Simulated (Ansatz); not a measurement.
Results of PBE-D3(BJ) (Ansatz, a quantum-chemistry and plane-wave program, plane waves, PAW) for grey tin (α-Sn).

Run with plane-wave cutoff 500 eV, 20×20×20 k mesh, Fermi–Dirac smearing 0.1 eV, scalar-relativistic PAW data made under PBE.

Computed at the level's own relaxed cell.

Problem. What does this level give for the volume per atom and lattice parameter a?

Solution. 
* **volume per atom**: 35.50 Å³/atom
* **lattice parameter a**: 6.573 Å

The run finds no gap.

Measured, for comparison: equilibrium volume per atom 33.97 Å³/atom, lattice constant a 6.477 Å (static lattice: zero-point anharmonic expansion removed; as tabulated in Mejia-Rodriguez and Trickey (2018), arXiv:1807.09216). Computed (rounded) less measured: equilibrium volume per atom +4.5 %, lattice constant a +1.5 %.

Spin–orbit coupling is not included.

Computed values are for the static lattice.

It cost around 2.3 core-minutes (rough) of CPU time.
